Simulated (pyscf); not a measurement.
## Four-centre exchange: `[SiH3][SiH3]` + `[F][C]([F])([F])[F]` → `[F][SiH3]` + `[F][C]([F])([F])[SiH3]`

Gas phase, singlet surface, charge 0. Bonds broken: Si1–Si2, C10–F13. Bonds formed: Si1–F13, Si2–C10. Optimised with ωB97X-D3(BJ)/def2-SVP in PySCF.

Transition state (Å):

```xyz
13

Si    -1.4574    -1.2104    -0.8672
Si    -0.1703     1.2555    -0.6131
H     -0.6669    -2.3965    -0.4524
H     -1.5761    -1.1594    -2.3573
H     -2.8026    -1.1852    -0.2386
H      0.4397     2.3232     0.2165
H      0.8199     0.7042    -1.5678
H     -1.4191     1.7493    -1.2424
F      0.0527     0.0848     3.2699
C      0.3556     1.0468     2.4028
F     -0.1633     2.1951     2.8439
F      1.6852     1.1659     2.3462
F     -0.5179     0.1014     0.6355
```

One imaginary mode, 395i cm⁻¹; descent along it reached the two sides named.

```json
[
 {"bond": "Si1–Si2", "change": "breaks", "reactant side (Å)": "2.337", "saddle": "2.8", "product side": "4.0"},
 {"bond": "C10–F13", "change": "breaks", "reactant side (Å)": "1.327", "saddle": "2.186", "product side": "3.4"},
 {"bond": "Si1–F13", "change": "forms", "reactant side (Å)": "3.3", "saddle": "2.205", "product side": "1.634"},
 {"bond": "Si2–C10", "change": "forms", "reactant side (Å)": "4.2", "saddle": "3.1", "product side": "1.931"}
]
```

Electronic energies relative to the separated reactants (kcal/mol):

```tsv
level	barrier	reaction energy	reverse barrier
ωB97X-D3(BJ)/def2-TZVP	103.3	-25.5	128.8
PBE/def2-TZVP	69.3	-24.5	93.7
r²SCAN/def2-TZVP	77.4	-25.9	103.3
B3LYP-D3(BJ)/def2-TZVP	79.6	-29.5	109.2
PBE0-D3(BJ)/def2-TZVP	88.0	-23.1	111.1
M06-2X/def2-TZVP	95.4	-29.8	125.2
ωB97M-D3(BJ)/def2-TZVP	95.6	-29.1	124.7
HF/def2-TZVP	145.5	-28.0	173.5
```

With ωB97M-D3(BJ)/def2-TZVP energies and thermal terms (ideal gas, 1 atm, RRHO with modes under 100 cm⁻¹ raised to 100, one conformer, R ln 2 for chiral ones without a mode under 150 cm⁻¹), in kcal/mol:

```tsv
T (K)	ΔH‡	ΔG‡	ΔH	ΔG
298	94.7	102.3	-28.7	-29.8
600	95.9	109.5	-28.8	-30.8
900	96.8	116.1	-28.8	-31.8
1200	97.6	122.4	-28.9	-32.8
```

At the saddle there is also a short F–Si contact that neither side keeps. From the product side, F–C•(F)–F + SiH₃• + F–SiH₃ lies, by one bond made or cut, 36.3 kcal/mol under this saddle at ωB97M-D3(BJ). The same reactants have a lower exit, to SiH₃• + SiH₃• + F–C(F)(F)–F (no saddle counted: cutting one bond costs +79.7 kcal/mol at ωB97M-D3(BJ), against +95.6 kcal/mol here). This is the saddle that the search found; another between the same sides may lie lower. A restricted solution here is unstable towards spin polarisation, so biradical character is likely and single-reference numbers are less safe.
